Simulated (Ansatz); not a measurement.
Geometry optimisation, RKS PBE/def2-SVP in Ansatz 0.2.0.

Input file:

```yaml
crystal:
  periodic: [false, false, false]
  atoms:
    - { symbol: C, position_ang: [-0.98849, 0.54781, -0.38806] }
    - { symbol: Mg, position_ang: [0.87307, -0.68207, -0.53524] }
    - { symbol: "N", position_ang: [2.19251, -1.28435, 0.54876] }
    - { symbol: H, position_ang: [-1.89742, -0.04525, -0.58545] }
    - { symbol: H, position_ang: [-1.00871, 1.36672, -1.12688] }
    - { symbol: H, position_ang: [-1.156, 1.02782, 0.58937] }
    - { symbol: H, position_ang: [1.98503, -0.93069, 1.4975] }
total_charge: -1
basis:
  gaussian: { orbitals: def2-SVP }
hamiltonian:
  xc: pbe
relax:
  f_tol: 0.015
  max_steps: 40
output:
  orbitals: {}
```

Command:

```bash
$ ansatz run input.yaml --threads 1 --pin off --max-ram 2048MiB --backend cpu --events-out ev --progress --plain --runs-dir out
```

Q: Where does it end, and by what steps?

A: It converged. Limits of this set-up: an anion without diffuse functions. After 12 steps the energy has fallen by 0.747 eV; H7 moved furthest, 1.06 Å.

```json
{"step": "0", "energy less start (eV)": "0.0000", "largest force component (eV/Å)": "1.924", "accepted": "yes"}
{"step": "1", "energy less start (eV)": "-0.3696", "largest force component (eV/Å)": "0.774", "accepted": "yes"}
{"step": "2", "energy less start (eV)": "-0.5093", "largest force component (eV/Å)": "0.249", "accepted": "yes"}
{"step": "3", "energy less start (eV)": "-0.5864", "largest force component (eV/Å)": "0.507", "accepted": "yes"}
{"step": "4", "energy less start (eV)": "-0.6414", "largest force component (eV/Å)": "0.905", "accepted": "yes"}
{"step": "5", "energy less start (eV)": "-0.6915", "largest force component (eV/Å)": "0.707", "accepted": "yes"}
{"step": "6", "energy less start (eV)": "-0.7267", "largest force component (eV/Å)": "0.319", "accepted": "yes"}
{"step": "7", "energy less start (eV)": "-0.7390", "largest force component (eV/Å)": "0.149", "accepted": "yes"}
{"step": "8", "energy less start (eV)": "-0.7442", "largest force component (eV/Å)": "0.106", "accepted": "yes"}
{"step": "9", "energy less start (eV)": "-0.7464", "largest force component (eV/Å)": "0.034", "accepted": "yes"}
{"step": "10", "energy less start (eV)": "-0.7465", "largest force component (eV/Å)": "0.022", "accepted": "yes"}
{"step": "11", "energy less start (eV)": "-0.7465", "largest force component (eV/Å)": "0.029", "accepted": "yes"}
{"step": "12", "energy less start (eV)": "-0.7466", "largest force component (eV/Å)": "0.002", "accepted": "yes"}
```

```xyz
7
Properties=species:S:1:pos:R:3
C -1.152 0.639 -0.433
Mg 0.631 -0.308 0.392
N 2.196 -1.305 0.514
H -1.916 -0.095 -0.779
H -0.934 1.298 -1.305
H -1.665 1.284 0.318
H 2.841 -1.514 1.294
```

Whether the end is a true minimum wasn't checked by a vibrational analysis.

Run time: 25 s on 1 thread of Arm Neoverse V1, with other jobs on the host, peak memory 0.13 GiB.
